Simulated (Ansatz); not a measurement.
Energy needed to pull apart BSiH5O (SMILES BO[SiH3]), closed shell, into free ground-state atoms, from the structure below (displaced at random from a GFN2-xTB minimum); no zero-point or spin–orbit terms; open-shell atoms are treated unrestricted, in their ground-state multiplicity.

```
8
angstrom
B -0.4054 0.9153 -1.1481
O -0.0444 -0.0942 -0.3078
Si 0.4623 -0.7184 0.9805
H -1.4121 1.3259 -1.5238
H 0.3904 1.1425 -2.0303
H -0.5250 -0.2056 2.1688
H 1.6804 -0.2392 1.4603
H 0.2946 -2.1822 0.6056
```

Ansatz 0.2.0; basis: def2-TZVPP; cores frozen in the correlated methods.

```tsv
method	atomization energy (kcal/mol)
SPW92	709.3
PBE-D4	?
r2SCAN-D4	?
PBE0-D4	627.3
r2SCAN0-D4	629.5
wB97M-V	637.7
HF	487.2
MP2	625.3
CCSD	613.8
CCSD(T)	619.4
```

(1) What does r2SCAN-D4 give? (An estimate is asked for; the value comes from the calculation.)

(2) What does PBE-D4 give? (An estimate is asked for; the value comes from the calculation.)

The T1 diagnostic stays at or below 0.013.

Answers

(1) The calculation gives: 636.3 kcal/mol, which is about 17.0 kcal/mol more than CCSD(T)/def2-TZVPP.

(2) By the calculation: 632.3 kcal/mol, which is about 13.0 kcal/mol more than CCSD(T)/def2-TZVPP.

In triple zeta the MP2 and coupled-cluster atomization energies are still short of their basis limit by a few kcal/mol a bond, whereas those of the functionals are nearly converged, so these differences are not deviations from converged CCSD(T).

For scale, one of the runs: CCSD(T)/def2-TZVPP forces, 174 basis functions (an equivalent command: `ansatz run in.yaml --threads 4`). Time: 78 s of wall clock on 4 CPU threads; the host was shared. Peak host memory: 3 GiB.
